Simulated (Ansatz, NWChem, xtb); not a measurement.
Si3H8 (trisilane): methods side by side

The species is Si3H8 (11 atoms), meant as a singlet with charge 0. SMILES: `[SiH3][SiH2][SiH3]`. Geometry: relaxed at PBE0-D4/def2-TZVP.

```xyz
11

Si   -1.2926    1.3667   -0.5253
Si   -0.4626   -0.8073   -0.2963
Si    1.6319   -0.7744    0.7428
H    -2.6258    1.3677   -1.1851
H    -0.3540    2.1804   -1.3441
H    -1.4225    2.0001    0.8146
H    -0.3434   -1.4402   -1.6402
H    -1.4104   -1.6208    0.5164
H     1.5159   -0.1549    2.0904
H     2.5838    0.0318   -0.0680
H     2.1796   -2.1492    0.8948
```

Quantity: the atomisation enthalpy at 298 K, in kJ/mol. The values are calculated. The thermal term (zero-point and 298 K enthalpy, harmonic and unscaled) is that of GFN1-xTB; the spin-orbit lowering of the free atoms at 298 K, 1.3 kJ/mol by their spectra, is taken off.

Problem. The value from experiment is 2973 kJ/mol (CRC Handbook of Chemistry and Physics). From what is known of these methods, estimate their order from the nearest to it to the farthest.
A. BLYP/6-31G* (spherical functions) (Ansatz)
B. SVWN5/6-31G* (spherical functions) (Ansatz)
C. MP3/6-31G* (spherical functions) (NWChem)
D. PBE-QIDH/6-31G* (spherical functions) (Ansatz)
E. wB97X/6-31G* (spherical functions) (NWChem)

Solution. E (3000 kJ/mol, +27), A (2884 kJ/mol, -89), D (2828 kJ/mol, -145), B (3270 kJ/mol, +297), C (2593 kJ/mol, -380).
